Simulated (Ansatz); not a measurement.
# NHO (quintet): from Hartree-Fock to the top rungs, def2-QZVPP

The task here is to estimate one member of a computed series from the others.

Computed with Ansatz 0.2.0, Gaussian basis. Level: def2-QZVPP, core rule «outside noble gas», up to 2 orbitals frozen.

The runs, in order: UHF; ROHF; CCSD(T) on UHF.

2 further runs of the same task are left out: 2 set aside as unsound or not needed.

## The geometry

The geometry is a PBE0/def2-TZVP stationary point (not a proven minimum) of the parent state, kept for this charge and spin.

3 atoms, charge 0, spin multiplicity 5.

Atoms are counted from 1 here; the program's logs count them from 0.

Bond lengths: N1–O2 1.213 Å, N1–H3 1.028 Å. Angles: O2–N1–H3 120.0°.

The first run:

Input file in.yaml:

```yaml
crystal:
  periodic: [false, false, false]
  atoms:
    - {symbol: N, position_ang: [0.000000, -0.123149, 0.597204]}
    - {symbol: O, position_ang: [0.000000, 0.065186, -0.601149]}
    - {symbol: H, position_ang: [0.000000, 0.676603, 1.243294]}
basis:
  gaussian: {orbitals: "def2-QZVPP.json"}
magnetization: {spin_polarized: true, initial_magnetization: 4}
hamiltonian: {xc: hf}
output: {orbitals: {seedname: orbitals}}
```

Run with:

```console
ansatz run in.yaml --threads 1 --pin off --events-out ev --progress --plain --max-ram 2393MiB
```

Steps of the session up to this table: UHF; ROHF; CCSD(T) on UHF.

One of the session's tables, all rows but one given; the rest of the session is left out.

```
  method  from UCCSD(T) (meV)
    ROHF             +10699.6
     UHF             +10340.7
    UMP2                    ?
   UCCSD               +349.4
UCCSD(T)                    0
```

**Question.** Estimate the row for UMP2.

**Answer.** from UCCSD(T) (meV): +1017.8. In the column «from UCCSD(T) (meV)» it lies between UCCSD (+349.4) and UHF (+10340.7).
